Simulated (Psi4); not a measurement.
**BHF2 (SMILES FBF) at FNO-CCSD/6-31+G(d,p) (density fitting, Cartesian functions, occ tolerance 0.0001)**

What is the energy change on altering one bond length of BHF2 at FNO-CCSD/6-31+G** (density fitting, Cartesian functions, occ tolerance 0.0001)? 

Program for the calculation: Psi4 1.11.

1 further run of the same task is left out (set aside as unsound or not needed).

## 1. The structure to begin with

BHF2 has 4 atoms, charge 0, and is taken as a singlet. As SMILES, `FBF`. Geometry: relaxed at PBE0-D4/def2-TZVP.

Bond lengths: F1–B2 1.313 Å, B2–F3 1.313 Å, B2–H4 1.191 Å. Angles: F1–B2–F3 118.1°, F1–B2–H4 121.0°, F3–B2–H4 121.0°.

## 2. The energy at FNO-CCSD/6-31+G(d,p) (density fitting, Cartesian functions, occ tolerance 0.0001)

input.json reads:

```json
{
 "schema_name": "qcschema_input",
 "schema_version": 1,
 "molecule": {
  "schema_name": "qcschema_molecule",
  "schema_version": 2,
  "symbols": ["F", "B", "F", "H"],
  "geometry": [2.18131087, 0.86341587, -0.68389188, -0.00359048, -0.05858151, 0.0476211, -2.070006, 0.9990982, -0.8294008, -0.10771439, -1.80393256, 1.46567158],
  "molecular_charge": 0,
  "molecular_multiplicity": 1
 },
 "driver": "energy",
 "model": {
  "method": "fno-ccsd",
  "basis": "6-31+G**"
 },
 "keywords": {
  "freeze_core": true,
  "occ_tolerance": 0.0001
 }
}
```

Command:

```
$ psi4 --qcschema input.json -n 1 --memory 1600MB
```

stdout:

```text
[...]
  Running in c1 symmetry.
[...]
  Nuclear repulsion =   61.888554693034997
[...]
  Multiplicity = 1
[...]
  Nalpha       = 12
  Nbeta        = 12
[...]
    Number of basis functions: 62
[...]
   @RHF iter   1:  -224.22529477422040   -8.89245e-01   6.18659e-03 ADIIS/DIIS
[...]
   @RHF iter  10:  -224.27325138748290   -2.30216e-12   5.60291e-09 DIIS
[...]
    Orbital Energies [Eh]
    ---------------------
    Doubly Occupied:
       1A    -26.339481     2A    -26.339441     3A     -7.729993
       4A     -1.659888     5A     -1.628064     6A     -0.833919
       7A     -0.771860     8A     -0.752404     9A     -0.722438
      10A     -0.668549    11A     -0.661395    12A     -0.561953
[...]
  @RHF Final Energy:  -224.27325138748290
   => Energetics <=
    Nuclear Repulsion Energy =             61.8885546930349975
    One-Electron Energy =                -434.9848421053364405
    Two-Electron Energy =                 148.8230360248185207
    Total Energy =                       -224.2732513874829010
[...]
 Multipole Moments:
 ------------------------------------------------------------------------------------
     Multipole            Electronic (a.u.)      Nuclear  (a.u.)        Total (a.u.)
 ------------------------------------------------------------------------------------
 L = 1.  Multiply by 2.5417464519 to convert [e a0] to [Debye]
 Dipole X            :          0.0454766           -0.0675938           -0.0221171
 Dipole Y            :          0.7661732           -1.1322755           -0.3661023
 Dipole Z            :         -0.6224709            0.9199550            0.2974841
 Magnitude           :                                                    0.4722466
[...]
      * MP2 total energy:                   -224.704120995943
[...]
      * MP2 total energy:                   -224.704120995943
[...]
      * MP3 total energy:                   -224.703217845764
[...]
      * CCSD total energy:                  -224.713035036207
[...]
```

The result, in JSON:

```text
{
 "driver": "energy",
 "model": {
  "method": "fno-ccsd",
  "basis": "6-31+G**"
 },
 "success": true,
 "return_result": -224.71303503620663,
 "properties": {
  "calcinfo_nbasis": 62,
  "calcinfo_nmo": 62,
  "calcinfo_nalpha": 12,
  "calcinfo_nbeta": 12,
  "calcinfo_natom": 4,
  "nuclear_repulsion_energy": 61.888554693035,
  "return_energy": -224.71303503620663,
  "scf_one_electron_energy": -434.98484210533644,
  "scf_two_electron_energy": 148.82303602481852,
  "scf_dipole_moment": [-0.022117124212936407, -0.36610227920215954, 0.2974840956459318],
  "scf_total_energy": -224.2732513874829,
  "scf_iterations": 10,
  "mp2_same_spin_correlation_energy": -0.11614239832952128,
  "mp2_opposite_spin_correlation_energy": -0.31472721013020866,
  "mp2_singles_energy": 0.0,
  "mp2_doubles_energy": -0.43086960845972994,
  "mp2_correlation_energy": -0.43086960845972994,
  "mp2_total_energy": -224.70412099594262,
  "ccsd_same_spin_correlation_energy": -0.10310143226348803,
  "ccsd_opposite_spin_correlation_energy": -0.33668221646025065,
  "ccsd_singles_energy": 0.0,
  "ccsd_doubles_energy": -0.43978364872373865,
  "ccsd_correlation_energy": -0.4397836487237373,
  "ccsd_total_energy": -224.71303503620663,
  "ccsd_iterations": 11
 }
}
```

Wall time 2.7 s (1 thread of Intel Xeon 6975P-C (Granite Rapids), shared host); peak memory 0.3 GiB.

## 3. The distorted shape at the same level

bf2h.py reads:

```python
import psi4

psi4.set_memory(1600000000)
psi4.set_num_threads(1)
psi4.core.set_output_file('psi4.out', False)

geom = psi4.geometry("""
F      3.00783361     0.44036666    -0.33310202
B      0.82293226    -0.48163072     0.39841096
F     -2.07000600     0.99909820    -0.82940080
H      0.71880835    -2.22698177     1.81646144
units au
""")

options = {'freeze_core': True, 'occ_tolerance': 0.0001}
psi4.set_options(options)

e = psi4.energy("fno-ccsd/6-31+G**", molecule=geom)
print(f'total energy {e:.8f} hartree = {e * 27.211386:.5f} eV')
for k, v in sorted(psi4.core.scalar_variables().items()):
    print(f'{k:45s} {v:18.10f}')
```

Command:

```
$ python bf2h.py
```

psi4.out:

```text
[...]
  Running in c1 symmetry.
[...]
  Nuclear repulsion =   53.066083809045978
[...]
  Multiplicity = 1
[...]
  Nalpha       = 12
  Nbeta        = 12
[...]
    Number of basis functions: 62
[...]
   @RHF iter   1:  -224.07956073578464   -1.18152e+00   7.69666e-03 ADIIS/DIIS
[...]
   @RHF iter  11:  -224.17112898367759   -5.57066e-12   6.07128e-09 DIIS
[...]
    Orbital Energies [Eh]
    ---------------------
    Doubly Occupied:
       1A    -26.397784     2A    -26.259300     3A     -7.816896
       4A     -1.694590     5A     -1.479461     6A     -0.856986
       7A     -0.765332     8A     -0.744550     9A     -0.674153
      10A     -0.577406    11A     -0.576139    12A     -0.561276
[...]
  @RHF Final Energy:  -224.17112898367759
   => Energetics <=
    Nuclear Repulsion Energy =             53.0660838090459777
    One-Electron Energy =                -417.6666774395117727
    Two-Electron Energy =                 140.4294646467882330
    Total Energy =                       -224.1711289836775904
[...]
 Multipole Moments:
 ------------------------------------------------------------------------------------
     Multipole            Electronic (a.u.)      Nuclear  (a.u.)        Total (a.u.)
 ------------------------------------------------------------------------------------
 L = 1.  Multiply by 2.5417464519 to convert [e a0] to [Debye]
 Dipole X            :          0.8969271            0.0288551            0.9257822
 Dipole Y            :          0.3547538           -1.1816421           -0.8268884
 Dipole Z            :         -0.2809339            0.9608895            0.6799555
 Magnitude           :                                                    1.4153291
[...]
      * MP2 total energy:                   -224.620813226389
[...]
      * MP2 total energy:                   -224.620813226389
[...]
      * MP3 total energy:                   -224.612776244434
[...]
      * CCSD total energy:                  -224.626279354999
[...]
```

Run time: 2.9 s. Hardware: 1 thread of Intel Xeon 6975P-C (Granite Rapids), shared host; peak memory 0.3 GiB.

## 4. Results

At FNO-CCSD/6-31+G** (density fitting, Cartesian functions, occ tolerance 0.0001), 3 core orbitals frozen:

| quantity | value |
| --- | --- |
| first shape: total energy | -224.71304 Eh |
| first shape: HOMO energy (Hartree–Fock orbitals) | -15.29 eV |
| first shape: LUMO energy (Hartree–Fock orbitals) | 4.83 eV |
| first shape: HOMO–LUMO gap (Hartree–Fock orbitals) | 20.13 eV |
| first shape: correlation energy (3 core orbitals frozen) | -439.8 mEh |
| first shape: T1 diagnostic | 0.015 |
| distorted shape: total energy | -224.62628 Eh |
| distorted shape: HOMO energy (Hartree–Fock orbitals) | -15.27 eV |
| distorted shape: LUMO energy (Hartree–Fock orbitals) | 3.00 eV |
| distorted shape: HOMO–LUMO gap (Hartree–Fock orbitals) | 18.27 eV |
| distorted shape: correlation energy (3 core orbitals frozen) | -455.2 mEh |
| distorted shape: T1 diagnostic | 0.021 |
| energy change with the B2–F3 bond stretched from 1.313 to 1.838 Å | 2.361 eV |

**Reading.** With the B2–F3 bond stretched from 1.313 to 1.838 Å the energy rises by 2.36 eV (228 kJ/mol). The first shape isn't relaxed at this level, so the change isn't measured from a minimum. The T1 diagnostic (distorted shape) of 0.021 is above the customary mark for such species, so a single reference may not serve.
